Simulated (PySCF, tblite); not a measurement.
# C5H9P: diradical character, part 1 of 2

Aim: compute the diradical character of C5H9P (`P[C]1C[CH]CC1`).

Programs: tblite 0.8.0 and PySCF 2.14.0, with routines of our own; each step states its level. All values are computed. Atoms count from 0.

## 1. The system as given

15 atoms, charge 0, high-spin multiplicity 3; geometry from: distance geometry.

## 2. Relaxing the molecule with GFN2-xTB, multiplicity 3

Job settings and geometry (Å):

```
{"job": {"kind": "relax", "method": "GFN2-xTB"}, "charge": 0, "multiplicity": 3}
C      0.822700    -0.302000     0.356800
P      2.177900     0.914500     0.269500
C     -0.328200     0.061700     1.240400
C     -1.542800     0.117300     0.332800
C     -1.021800     0.025900    -1.095400
C      0.270800    -0.745100    -0.969900
H      1.991600     1.974300    -0.687800
H      3.472200     0.265000     0.176400
H     -0.495200    -0.742900     2.000100
H     -0.210300     1.012200     1.786300
H     -2.215300    -0.747700     0.555500
H     -2.106100     1.069400     0.440300
H     -1.764800    -0.477300    -1.754000
H      0.957800    -0.604600    -1.813900
H     -0.008400    -1.820700    -0.837100
```

Launch:

```sh
$ OMP_NUM_THREADS=1 python exch_run.py task.json out
```

The driver reads the jobs from task.json and runs them one after another.

Standard output:

```text
step      E/eV     max force
  0    -478.96732    2.648
  1    -479.27379    2.544
  2    -479.92876    1.841
  3    -480.10811    1.283
  4    -480.28642    0.779
  5    -480.34104    0.715
  6    -480.39025    0.523
  7    -480.41442    0.477
  8    -480.44493    0.468
  9    -480.46731    0.518
 10    -480.49537    0.462
 11    -480.51948    0.568
 12    -480.54710    0.676
 13    -480.57473    0.609
 14    -480.59653    0.384
 15    -480.61108    0.265
 16    -480.62016    0.236
 17    -480.62815    0.285
 18    -480.63651    0.292
 19    -480.64227    0.191
 20    -480.64486    0.152
 21    -480.64675    0.106
 22    -480.64821    0.099
 23    -480.65041    0.100
 24    -480.65140    0.102
 25    -480.65265    0.102
 26    -480.65377    0.104
 27    -480.65537    0.113
 28    -480.65717    0.145
 29    -480.65961    0.151
 30    -480.66304    0.175
 31    -480.66809    0.228
 32    -480.67477    0.252
 33    -480.68250    0.212
 34    -480.68985    0.168
 35    -480.69620    0.172
 36    -480.70162    0.172
 37    -480.70537    0.185
 38    -480.70794    0.164
 39    -480.71079    0.143
 40    -480.71380    0.242
 41    -480.70306    0.766
 42    -480.71728    0.093
 43    -480.71810    0.094
 44    -480.71887    0.049
 45    -480.71905    0.043
 46    -480.71954    0.046
 47    -480.71985    0.043
 48    -480.72019    0.039
 49    -480.72043    0.040
 50    -480.72063    0.037
 51    -480.72083    0.044
 52    -480.72110    0.044
 53    -480.72147    0.045
 54    -480.72196    0.051
 55    -480.72250    0.062
 56    -480.72299    0.070
 57    -480.72343    0.059
 58    -480.72379    0.056
 59    -480.72400    0.033
 60    -480.72417    0.047
 61    -480.72435    0.047
 62    -480.72485    0.051
 63    -480.72515    0.036
 64    -480.72544    0.038
 65    -480.72563    0.041
 66    -480.72592    0.048
 67    -480.72633    0.063
 68    -480.72694    0.099
 69    -480.72775    0.123
 70    -480.72888    0.109
 71    -480.73018    0.070
 72    -480.73136    0.068
 73    -480.73214    0.057
 74    -480.73255    0.049
 75    -480.73283    0.045
 76    -480.73314    0.042
 77    -480.73340    0.050
 78    -480.73363    0.031
 79    -480.73376    0.022
 80    -480.73383    0.020
```

It took 1.8 s on 1 thread of Intel Xeon at 2.50GHz, shared host.

Step by step: (not every step is listed)

| step | energy from step 0 (eV) | largest force (eV/Å) |
| --- | --- | --- |
| 0 | 0.0000 | 2.6475 |
| 1 | -0.3065 | 2.5436 |
| 2 | -0.9614 | 1.8413 |
| 3 | -1.1408 | 1.2835 |
| 4 | -1.3191 | 0.7789 |
| 5 | -1.3737 | 0.7151 |
| 6 | -1.4229 | 0.5227 |
| 7 | -1.4471 | 0.4768 |
| 8 | -1.4776 | 0.4675 |
| 14 | -1.6292 | 0.3845 |
| 20 | -1.6775 | 0.1517 |
| 26 | -1.6865 | 0.1039 |
| 32 | -1.7075 | 0.2524 |
| 38 | -1.7406 | 0.1636 |
| 44 | -1.7516 | 0.0492 |
| 50 | -1.7533 | 0.0374 |
| 56 | -1.7557 | 0.0695 |
| 62 | -1.7575 | 0.0507 |
| 68 | -1.7596 | 0.0988 |
| 74 | -1.7652 | 0.0495 |
| 75 | -1.7655 | 0.0450 |
| 76 | -1.7658 | 0.0422 |
| 77 | -1.7661 | 0.0497 |
| 78 | -1.7663 | 0.0309 |
| 79 | -1.7664 | 0.0216 |
| 80 | -1.7665 | 0.0201 |

Distances of close pairs at the start and the end, largest changes first:

| bond | before (Å) | after (Å) | change (Å) |
| --- | --- | --- | --- |
| C0–P1 | 1.823 | 1.779 | -0.044 |
| C3–C4 | 1.523 | 1.479 | -0.044 |
| P1–H7 | 1.451 | 1.409 | -0.043 |
| C4–H12 | 1.113 | 1.073 | -0.041 |
| P1–H6 | 1.440 | 1.405 | -0.036 |
| C4–C5 | 1.510 | 1.478 | -0.032 |
| C3–H10 | 1.118 | 1.095 | -0.023 |
| C2–H8 | 1.119 | 1.097 | -0.022 |

The final coordinates are the input of the step that follows.

## 3. Relaxing the molecule at PBE0-D3(BJ)/def2-SVP, multiplicity 3

Job settings and geometry (Å):

```
{"job": {"kind": "geom", "xc": "PBE0", "basis": "def2-SVP", "d3": "d3bj", "grid": 1, "mult": 3}, "charge": 0, "multiplicity": 3}
C      0.718906     0.198519     0.236266
P      2.362530     0.787239     0.578995
C     -0.405825     0.239907     1.213439
C     -1.672601    -0.024546     0.385783
C     -1.181655    -0.536583    -0.912368
C      0.281622    -0.391553    -1.062862
H      2.617185     1.314387    -0.697743
H      3.064269    -0.380544     0.221572
H     -0.280749    -0.542170     1.972623
H     -0.437026     1.188536     1.754076
H     -2.351276    -0.730373     0.876912
H     -2.249036     0.902982     0.253378
H     -1.827737    -0.899398    -1.687772
H      0.566664     0.245128    -1.918875
H      0.786001    -1.355553    -1.257247
```

Standard output:

```text
step   0  E = -536.58299375  max force = 0.014555
step   1  E = -536.58541283  max force = 0.002668
step   2  E = -536.58548281  max force = 0.001305
step   3  E = -536.58554092  max force = 0.001264
step   4  E = -536.58565256  max force = 0.001872
step   5  E = -536.58576748  max force = 0.002554
step   6  E = -536.58583242  max force = 0.001983
step   7  E = -536.58589162  max force = 0.002028
step   8  E = -536.58599486  max force = 0.002193
step   9  E = -536.58612679  max force = 0.003470
step  10  E = -536.58627888  max force = 0.003028
step  11  E = -536.58634596  max force = 0.000931
step  12  E = -536.58637697  max force = 0.000422
step  13  E = -536.58638972  max force = 0.000497
step  14  E = -536.58641916  max force = 0.000557
step  15  E = -536.58643317  max force = 0.000488
step  16  E = -536.58644093  max force = 0.000336
optimisation converged
```

Run time: 5.2 min. Hardware: 1 thread of Intel Xeon at 2.50GHz, shared host; peak memory 0.54 GiB.

The steps of the relaxation:

| step | energy from step 0 (eV) | largest force component (eV/Å) |
| --- | --- | --- |
| 0 | 0.0000 | 0.7484 |
| 1 | -0.0658 | 0.1372 |
| 2 | -0.0677 | 0.0671 |
| 3 | -0.0693 | 0.0650 |
| 4 | -0.0723 | 0.0963 |
| 5 | -0.0755 | 0.1313 |
| 6 | -0.0772 | 0.1020 |
| 7 | -0.0789 | 0.1043 |
| 8 | -0.0817 | 0.1128 |
| 9 | -0.0853 | 0.1784 |
| 10 | -0.0894 | 0.1557 |
| 11 | -0.0912 | 0.0479 |
| 12 | -0.0921 | 0.0217 |
| 13 | -0.0924 | 0.0256 |
| 14 | -0.0932 | 0.0286 |
| 15 | -0.0936 | 0.0251 |
| 16 | -0.0938 | 0.0173 |

Distances of close pairs at the start and the end, largest changes first:

| bond | before (Å) | after (Å) | change (Å) |
| --- | --- | --- | --- |
| P1–H7 | 1.409 | 1.438 | +0.030 |
| P1–H6 | 1.405 | 1.428 | +0.023 |
| C4–H12 | 1.073 | 1.092 | +0.019 |
| C0–P1 | 1.779 | 1.794 | +0.015 |
| C2–H8 | 1.097 | 1.110 | +0.013 |
| C4–C5 | 1.478 | 1.491 | +0.013 |
| C3–C4 | 1.479 | 1.491 | +0.012 |
| C2–H9 | 1.092 | 1.103 | +0.011 |

The next job starts from the end point, and lists it.

| at the end point | value |
| --- | --- |
| point group (found at 0.08 Å tolerance) | C1 |
| dipole moment (D) | n/a |
| ⟨S²⟩ | 2.012 |

## 4. Diradical character: CASSCF and SC-NEVPT2/def2-SVP (2,2), geometry of multiplicity 3

Job settings and geometry (Å):

```
{"job": {"kind": "cas", "basis": "def2-SVP", "active": "magnetic"}, "charge": 0, "high_spin_multiplicity": 3}
C      0.696216     0.297707     0.091525
P      2.264912     1.127480     0.355265
C     -0.339918     0.148262     1.163412
C     -1.658174    -0.088405     0.403091
C     -1.227505    -0.582862    -0.936032
C      0.210031    -0.287398    -1.199916
H      2.938368     0.656944    -0.812660
H      2.908387     0.185468     1.231173
H     -0.104375    -0.729205     1.801423
H     -0.380877     1.013769     1.846047
H     -2.339676    -0.781384     0.925592
H     -2.218407     0.865520     0.308163
H     -1.905665    -1.011058    -1.677048
H      0.362653     0.400639    -2.060902
H      0.785300    -1.199499    -1.482957
```

With the program's defaults for keys left out, this is: CASSCF and SC-NEVPT2/def2-SVP spin states, gas phase.

Standard output:

```text
start orbitals: natural orbitals of the high-spin HF determinant (converged)
active space: 2 electrons in 2 orbitals, 26 closed; orbitals optimised for multiplicities 3 1
macro   0  E = -534.9704958192  dE =  0.000e+00  |g| = 3.005e-02
macro   1  E = -534.9707651549  dE = -2.693e-04  |g| = 1.112e-02
macro   2  E = -534.9708022055  dE = -3.705e-05  |g| = 4.543e-03
macro   3  E = -534.9708046615  dE = -2.456e-06  |g| = 1.656e-03
macro   4  E = -534.9708050694  dE = -4.079e-07  |g| = 4.628e-04
macro   5  E = -534.9708051351  dE = -6.570e-08  |g| = 2.241e-04
CASSCF converged, mean energy = -534.9708051351
2S+1 = 3  root 0  E(CAS) = -534.97165560  E(NEVPT2) = -535.74332596  occupations 1.000 1.000
2S+1 = 1  root 0  E(CAS) = -534.96995467  E(NEVPT2) = -535.74182304  occupations 1.029 0.971
2S+1 = 1  root 1  E(CAS) = -534.67653361  E(NEVPT2) = -535.67097071  occupations 1.987 0.013
2S+1 = 1  root 2  E(CAS) = -534.66500678  E(NEVPT2) = -535.66921966  occupations 1.987 0.013
D(spin-spin) = -0.1009 cm-1, E/D = 0.019
D(spin-orbit) = 0.0000 cm-1, D(total) = -0.1009 cm-1, E/D = 0.019
```

Wall time 10 s (1 thread of Intel Xeon at 2.50GHz, shared host); peak memory 0.42 GiB.

Key values:

| quantity | value |
| --- | --- |
| J (CASSCF) | 187 cm⁻¹ |
| J (NEVPT2) | 165 cm⁻¹ |
| low less high spin (NEVPT2) | 0.9 kcal/mol |
| diradical index y0 | 0.97 |
| zero-field D | -0.101 cm⁻¹ |

Mulliken spin populations of the high-spin state:

C0 0.89; P1 0.04; C2 0.00; C3 0.00; C4 0.94; C5 0.00; H6 0.00; H7 0.02; H8 0.02; H9 0.01; H10 0.01; H11 0.02; H12 0.01; H13 0.03; H14 0.03

## 5. Diradical character: CASSCF and SC-NEVPT2/def2-SVP (2,2), geometry of multiplicity 3

Settings changed since step 4:

```diff
@@ -1,2 +1,2 @@
-{"job": {"kind": "cas", "basis": "def2-SVP", "active": "magnetic"}, "charge": 0, "high_spin_multiplicity": 3}
+{"job": {"kind": "cas", "basis": "def2-SVP", "active": "natural", "max": 6, "thr": 0.006, "orbitals": "high"}, "charge": 0, "high_spin_multiplicity": 3}
 C      0.696216     0.297707     0.091525
```

Method: CASSCF and SC-NEVPT2/def2-SVP spin states, gas phase.

Standard output:

```text
start orbitals: natural orbitals of the high-spin HF determinant (converged)
active space: 2 electrons in 2 orbitals, 26 closed; orbitals optimised for multiplicities 3
macro   0  E = -534.9716085002  dE =  0.000e+00  |g| = 2.072e-02
macro   1  E = -534.9717118648  dE = -1.034e-04  |g| = 8.833e-03
macro   2  E = -534.9717316397  dE = -1.977e-05  |g| = 3.905e-03
macro   3  E = -534.9717331847  dE = -1.545e-06  |g| = 1.145e-03
macro   4  E = -534.9717334022  dE = -2.175e-07  |g| = 3.758e-04
macro   5  E = -534.9717334425  dE = -4.033e-08  |g| = 1.929e-04
CASSCF converged, mean energy = -534.9717334425
2S+1 = 3  root 0  E(CAS) = -534.97173344  E(NEVPT2) = -535.74379406  occupations 1.000 1.000
2S+1 = 1  root 0  E(CAS) = -534.96969890  E(NEVPT2) = -535.74221668  occupations 1.029 0.971
2S+1 = 1  root 1  E(CAS) = -534.67898585  E(NEVPT2) = -535.67116703  occupations 1.982 0.018
2S+1 = 1  root 2  E(CAS) = -534.66742425  E(NEVPT2) = -535.66918526  occupations 1.982 0.018
D(spin-spin) = -0.1002 cm-1, E/D = 0.022
D(spin-orbit) = 0.0000 cm-1, D(total) = -0.1002 cm-1, E/D = 0.022
```

It took 5.8 s on 1 thread of Intel Xeon at 2.50GHz, shared host; peak memory 0.39 GiB.

J and the spin gap of this run are not to be taken as properties: the orbitals were optimised for multiplicity 3 alone, so the other state lies too high.

## 6. Diradical character: HF/def2-SVP, geometry of multiplicity 3

Settings changed since step 5:

```diff
@@ -1,2 +1,2 @@
-{"job": {"kind": "cas", "basis": "def2-SVP", "active": "natural", "max": 6, "thr": 0.006, "orbitals": "high"}, "charge": 0, "high_spin_multiplicity": 3}
+{"job": {"kind": "bs", "xc": "HF", "basis": "def2-SVP", "rks": true, "grid": 1}, "charge": 0, "high_spin_multiplicity": 3}
 C      0.696216     0.297707     0.091525
```

Method: HF/def2-SVP high-spin, broken-symmetry and restricted single points, gas phase.

Standard output:

```text
high-spin state, multiplicity 3
final grid: 116320 points
cycle   1  E = -534.8766137356  dE =  1.119e+00  |g| = 3.127e-01  |ddm| = 2.821e+00
cycle   2  E = -534.9663743961  dE = -8.976e-02  |g| = 1.120e-01  |ddm| = 5.841e-01
cycle   3  E = -534.9790196986  dE = -1.265e-02  |g| = 5.359e-02  |ddm| = 2.549e-01
cycle   4  E = -534.9817306083  dE = -2.711e-03  |g| = 1.790e-02  |ddm| = 1.097e-01
cycle   5  E = -534.9822903850  dE = -5.598e-04  |g| = 8.368e-03  |ddm| = 4.799e-02
cycle   6  E = -534.9824297993  dE = -1.394e-04  |g| = 3.389e-03  |ddm| = 2.769e-02
cycle   7  E = -534.9824530298  dE = -2.323e-05  |g| = 1.462e-03  |ddm| = 1.179e-02
cycle   8  E = -534.9824576841  dE = -4.654e-06  |g| = 6.236e-04  |ddm| = 5.883e-03
cycle   9  E = -534.9824588174  dE = -1.133e-06  |g| = 2.743e-04  |ddm| = 3.524e-03
cycle  10  E = -534.9824590591  dE = -2.417e-07  |g| = 1.337e-04  |ddm| = 1.661e-03
cycle  11  E = -534.9824591222  dE = -6.314e-08  |g| = 6.549e-05  |ddm| = 8.982e-04
cycle  12  E = -534.9824591385  dE = -1.628e-08  |g| = 2.936e-05  |ddm| = 5.009e-04
cycle  13  E = -534.9824591415  dE = -3.000e-09  |g| = 1.369e-05  |ddm| = 2.114e-04
converged SCF energy = -534.9824591415

broken-symmetry state, M_S = 0, start: spins of the second site flipped
final grid: 54560 points
cycle   1  E = -534.9785463879  dE = -8.112e-03  |g| = 3.704e-02  |ddm| = 2.551e-01
cycle   2  E = -534.9799572234  dE = -1.411e-03  |g| = 1.940e-02  |ddm| = 8.496e-02
cycle   3  E = -534.9805970329  dE = -6.398e-04  |g| = 7.950e-03  |ddm| = 5.800e-02
cycle   4  E = -534.9807257093  dE = -1.287e-04  |g| = 3.722e-03  |ddm| = 2.509e-02
cycle   5  E = -534.9807498324  dE = -2.412e-05  |g| = 1.252e-03  |ddm| = 1.217e-02
cycle   6  E = -534.9807538900  dE = -4.058e-06  |g| = 5.674e-04  |ddm| = 5.157e-03
cycle   7  E = -534.9807546493  dE = -7.593e-07  |g| = 2.735e-04  |ddm| = 2.118e-03
cycle   8  E = -534.9807548755  dE = -2.262e-07  |g| = 8.662e-05  |ddm| = 1.561e-03
cycle   9  E = -534.9807549003  dE = -2.482e-08  |g| = 4.207e-05  |ddm| = 4.630e-04
cycle  10  E = -534.9807549065  dE = -6.180e-09  |g| = 2.339e-05  |ddm| = 2.203e-04
converged SCF energy = -534.9807549065

<S^2> high spin = 2.0356, broken symmetry = 1.0304
E(HS) - E(BS) = -374.04 cm-1
J_noodleman = 374.04 cm-1
J_unprojected = 187.02 cm-1
J_yamaguchi = 372.10 cm-1

restricted closed-shell singlet
final grid: 54560 points
cycle   1  E = -534.5420782883  dE =  1.759e-01  |g| = 1.056e+00  |ddm| = 2.099e+00
cycle   2  E = -534.3774458838  dE =  1.646e-01  |g| = 1.277e+00  |ddm| = 2.742e+00
cycle   3  E = -534.8357135148  dE = -4.583e-01  |g| = 4.312e-02  |ddm| = 1.646e+00
cycle   4  E = -534.8368412040  dE = -1.128e-03  |g| = 2.685e-02  |ddm| = 1.211e-01
cycle   5  E = -534.8371893746  dE = -3.482e-04  |g| = 2.126e-02  |ddm| = 6.740e-02
cycle   6  E = -534.8373988479  dE = -2.095e-04  |g| = 1.814e-02  |ddm| = 5.367e-02
cycle   7  E = -534.8376317267  dE = -2.329e-04  |g| = 1.364e-02  |ddm| = 7.793e-02
cycle   8  E = -534.8378231617  dE = -1.914e-04  |g| = 7.424e-03  |ddm| = 9.598e-02
cycle   9  E = -534.8379038628  dE = -8.070e-05  |g| = 1.387e-03  |ddm| = 9.388e-02
cycle  10  E = -534.8379073743  dE = -3.511e-06  |g| = 5.460e-04  |ddm| = 1.719e-02
cycle  11  E = -534.8379077718  dE = -3.975e-07  |g| = 1.279e-04  |ddm| = 8.024e-03
cycle  12  E = -534.8379077896  dE = -1.784e-08  |g| = 6.210e-05  |ddm| = 9.435e-04
cycle  13  E = -534.8379077944  dE = -4.844e-09  |g| = 2.907e-05  |ddm| = 8.924e-04
converged SCF energy = -534.8379077944
```

Wall time 8.1 s (1 thread of Intel Xeon at 2.50GHz, shared host); peak memory 0.39 GiB.

In short:

| quantity | value |
| --- | --- |
| J (Yamaguchi) | 372 cm⁻¹ |
| low less high spin, projected | 2.2 kcal/mol |
| closed shell less high spin (no spin gap: the broken-symmetry state lies far lower) | 90.7 kcal/mol |

## 7. Diradical character: CAM-B3LYP/def2-SVP, geometry of multiplicity 3

Settings changed since step 6:

```diff
@@ -1,2 +1,2 @@
-{"job": {"kind": "bs", "xc": "HF", "basis": "def2-SVP", "rks": true, "grid": 1}, "charge": 0, "high_spin_multiplicity": 3}
+{"job": {"kind": "bs", "xc": "CAM-B3LYP", "basis": "def2-SVP", "rks": true, "grid": 1}, "charge": 0, "high_spin_multiplicity": 3}
 C      0.696216     0.297707     0.091525
```

Method: CAM-B3LYP/def2-SVP high-spin, broken-symmetry and restricted single points, gas phase.

Standard output:

```text
high-spin state, multiplicity 3
final grid: 54560 points
cycle   1  E = -536.8164374389  dE = -2.361e-02  |g| = 6.225e-02  |ddm| = 5.833e-01
cycle   2  E = -536.8174716766  dE = -1.034e-03  |g| = 5.573e-02  |ddm| = 1.777e-01
cycle   3  E = -536.8191940749  dE = -1.722e-03  |g| = 8.119e-03  |ddm| = 6.933e-02
cycle   4  E = -536.8192739091  dE = -7.983e-05  |g| = 3.904e-03  |ddm| = 2.353e-02
cycle   5  E = -536.8192909888  dE = -1.708e-05  |g| = 1.328e-03  |ddm| = 8.736e-03
cycle   6  E = -536.8192933131  dE = -2.324e-06  |g| = 5.705e-04  |ddm| = 3.909e-03
cycle   7  E = -536.8192937153  dE = -4.021e-07  |g| = 1.575e-04  |ddm| = 1.624e-03
cycle   8  E = -536.8192937727  dE = -5.742e-08  |g| = 6.555e-05  |ddm| = 6.577e-04
cycle   9  E = -536.8192937844  dE = -1.166e-08  |g| = 2.784e-05  |ddm| = 3.539e-04
cycle  10  E = -536.8192937859  dE = -1.541e-09  |g| = 1.311e-05  |ddm| = 1.249e-04
converged SCF energy = -536.8192937859

broken-symmetry state, M_S = 0, start: spins of the second site flipped
final grid: 54560 points
cycle   1  E = -536.8177740234  dE = -3.084e-03  |g| = 1.572e-02  |ddm| = 1.485e-01
cycle   2  E = -536.8180960953  dE = -3.221e-04  |g| = 6.358e-03  |ddm| = 4.076e-02
cycle   3  E = -536.8181697118  dE = -7.362e-05  |g| = 2.513e-03  |ddm| = 2.165e-02
cycle   4  E = -536.8181754421  dE = -5.730e-06  |g| = 1.265e-03  |ddm| = 5.047e-03
cycle   5  E = -536.8181774306  dE = -1.988e-06  |g| = 2.820e-04  |ddm| = 3.684e-03
cycle   6  E = -536.8181775320  dE = -1.015e-07  |g| = 1.480e-04  |ddm| = 7.182e-04
cycle   7  E = -536.8181775733  dE = -4.130e-08  |g| = 3.899e-05  |ddm| = 6.068e-04
cycle   8  E = -536.8181775767  dE = -3.381e-09  |g| = 1.643e-05  |ddm| = 1.738e-04
converged SCF energy = -536.8181775767

<S^2> high spin = 2.0112, broken symmetry = 1.0098
E(HS) - E(BS) = -244.98 cm-1
J_noodleman = 244.98 cm-1
J_unprojected = 122.49 cm-1
J_yamaguchi = 244.63 cm-1

restricted closed-shell singlet
final grid: 54560 points
cycle   1  E = -535.8844833944  dE =  7.051e-01  |g| = 1.682e+00  |ddm| = 2.838e+00
cycle   2  E = -531.2756244444  dE =  4.609e+00  |g| = 3.961e+00  |ddm| = 9.697e+00
cycle   3  E = -536.4797535850  dE = -5.204e+00  |g| = 9.349e-01  |ddm| = 9.009e+00
cycle   4  E = -536.7339173410  dE = -2.542e-01  |g| = 1.753e-01  |ddm| = 1.004e+00
cycle   5  E = -536.7438676201  dE = -9.950e-03  |g| = 1.513e-01  |ddm| = 5.571e-01
cycle   6  E = -536.7468626924  dE = -2.995e-03  |g| = 1.160e-01  |ddm| = 1.469e-01
cycle   7  E = -536.7484142738  dE = -1.552e-03  |g| = 8.649e-02  |ddm| = 5.317e-02
cycle   8  E = -536.7499799880  dE = -1.566e-03  |g| = 3.927e-02  |ddm| = 8.494e-02
cycle   9  E = -536.7503836559  dE = -4.037e-04  |g| = 3.447e-03  |ddm| = 6.845e-02
cycle  10  E = -536.7503869235  dE = -3.268e-06  |g| = 7.957e-04  |ddm| = 6.275e-03
cycle  11  E = -536.7503871150  dE = -1.915e-07  |g| = 2.488e-04  |ddm| = 1.858e-03
cycle  12  E = -536.7503871398  dE = -2.481e-08  |g| = 9.987e-05  |ddm| = 8.025e-04
cycle  13  E = -536.7503871436  dE = -3.779e-09  |g| = 3.510e-05  |ddm| = 3.851e-04
converged SCF energy = -536.7503871436
```

Run time: 34 s. Hardware: 1 thread of Intel Xeon at 2.50GHz, shared host; peak memory 0.59 GiB.

From this job:

| quantity | value |
| --- | --- |
| J (Yamaguchi) | 245 cm⁻¹ |
| low less high spin, projected | 1.4 kcal/mol |
| closed shell less high spin (no spin gap: the broken-symmetry state lies far lower) | 43.2 kcal/mol |

(Continued in part 2 of 2.)
